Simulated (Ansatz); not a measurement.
Computed with Ansatz on PBE0-D4/def2-TZVP structures; ΔE is electronic, products minus reactants. CCSD(T)/CBS is the MP2 limit (def2-TZVPP, def2-QZVPP) plus CCSD(T) − MP2 in def2-TZVPP, frozen cores. This one scheme is used for every species. Functionals use def2-TZVPP. For Li outer-core shells are correlated without core-valence functions, which leaves a few kJ/mol of doubt a bond.

Consider the ligand exchange at a Li–O bond: `[Li][O]C` + `[Li][OH]` → `[Li][O][Li]` + CH₃OH.

`[Li][O]C`:

Cartesian coordinates in Å:
```
Li 0.574 -2.232 0.792
O 0.203 -0.789 0.280
C -0.119 0.462 -0.164
H -0.623 1.072 0.608
H 0.767 1.042 -0.482
H -0.801 0.444 -1.033
```

`[Li][OH]`:

```xyz
3

Li   -0.880   -0.032   -1.041
O     0.134    0.005    0.158
H     0.746    0.027    0.882
```

`[Li][O][Li]`:

Cartesian coordinates in Å:
```
Li 1.297 0.349 -0.879
O 0.000 0.000 0.000
Li -1.297 -0.349 0.879
```

CH₃OH:

Z-matrix (Å, degrees):
```
C
O 1 1.409
H 1 1.097 2 112.4
H 1 1.090 2 107.0 3 -118.5
H 1 1.097 2 112.4 3 123.0
H 2 0.959 1 108.5 3 -61.6
```

| species | LDA (SPW92) energy (Eh) |
| --- | --- |
| `[Li][O]C` | -121.66580 |
| `[Li][OH]` | -82.72990 |
| `[Li][O][Li]` | -89.53106 |
| CH₃OH | -114.83507 |

(1) Work out ΔE.

Largest T1 diagnostic among the species: 0.021, so the coupled-cluster value is less sure than usual.

Answers

(1) ΔE = (-89.53106) + (-114.83507) − (-121.66580) − (-82.72990) = 0.02957 Eh = +0.80 eV. CCSD(T)/CBS gives +0.83 eV.

In def2-TZVPP, CCSD(T) changes the Hartree–Fock value by −0.17 eV (the triples alone add −0.05 eV) and MP2 by −0.23 eV. From r2SCAN to r2SCAN0 (25 % exact exchange), in def2-TZVPP and without D4, ΔE moves by +0.05 eV. At CCSD(T), def2-SVP lies −0.06 eV from the extrapolated value and def2-TZVPP −0.03 eV.
